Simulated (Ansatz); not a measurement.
## How far each method lies from full CI for BF, singlet

Geometry: a point of a stretch scan, not a stationary point.

```xyz
2

B     0.0000    0.0000    0.0000
F     0.0000    0.0000    2.3350
```

Basis 6-31G; Ansatz 0.2.0. Correlated methods freeze the noble-gas cores, which leaves 10 electrons in 16 orbitals. R marks a restricted (for open shells ROHF) determinant, U an unrestricted one. Active spaces: pair = (2e, 2o) about the gap; valence = (10e, 8o) chosen from the atoms' valence shells.

Full CI is exact within this basis and frozen core; it isn't the basis-set limit. The frozen core follows each run's orbitals, which can shift R against U totals by a few meV.

Unrestricted rows (U) aren't spin-pure: their determinants' ⟨S²⟩ exceeds S(S+1) by up to 0.67, so they mix in states of higher spin.

RHF is unstable: UHF (⟨S²⟩ = 0.67) lies 0.42 eV below the lowest RHF solution. Higher spins weren't run at this geometry and may lie near or lower.

- UHF ⟨S²⟩: 0.673
- T1 diagnostic (RCCSD): 0.0453
- largest doubles amplitude (RCCSD): 0.169

| level | E − E(full CI) (kJ/mol) | share of correlation (%) | wall time |
| --- | --- | --- | --- |
| RHF | 558.0 | 0.00 | – |
| UHF | 517.2 | 7.31 | – |
| RMP2 | 77.6 | 86.09 | – |
| UMP2 | 174.0 | 68.81 | – |
| CISD | 67.9 | 87.83 | 0.3 s |
| RCCSD | 27.3 | 95.10 | – |
| UCCSD | 22.6 | 95.95 | – |
| RCCSD(T) | 5.8 | 98.96 | 0.24 s |
| UCCSD(T) | 11.1 | 98.02 | 1.6 s |
| BCCD(T) | 6.7 | 98.80 | 0.45 s |
| RCCSDT | 3.6 | 99.36 | – |
| UCCSDT | 0.8 | 99.85 | – |
| CISDTQ | 4.3 | 99.23 | 2.6 s |
| RCCSDT(Q) | -7.5 | 101.34 | 0.91 s |
| UCCSDT(Q) | -5.8 | 101.03 | 5.5 s |
| RCCSDTQ | -0.2 | 100.03 | 11 s |
| UCCSDTQ | -0.1 | 100.01 | 61 s |
| CASSCF (valence space) | 296.1 | 46.93 | – |
| NEVPT2 (valence space) | 57.8 | 89.64 | 1.6 s |
| MRCISD (valence space) | 19.2 | 96.55 | – |
| MRCISD+Q (valence space) | 10.1 | 98.20 | 2.7 s |

The correlation energy at full CI, counted from RHF, is -5.783 eV. That run took 51 s on 1 thread of Arm Neoverse V1, shared host over 4,777,056 determinants.

Run but not shown, since their state, orbitals or frozen core can't be matched to the reference's or they repeat it: CASSCF (pair space), NEVPT2 (pair space), MRCISD (pair space), MRCISD+Q (pair space).

Times hold each run's SCF and search for its determinant on a shared host, so for small cases they say little of a method's own cost; they ran on 1 thread of Arm Neoverse V1.

Not variational, and here over 5 meV under the exact energy: RCCSDT(Q), UCCSDT(Q).

The full-CI state has the irrep A1 of C2v, in the program's axes (one component, if the state is degenerate).

Natural occupations of full CI about the gap: 1.991 1.962 1.962 1.906 1.846 0.128 0.074 0.074 0.015 0.015; effectively unpaired electrons, Σ n²(2−n)², 0.22.
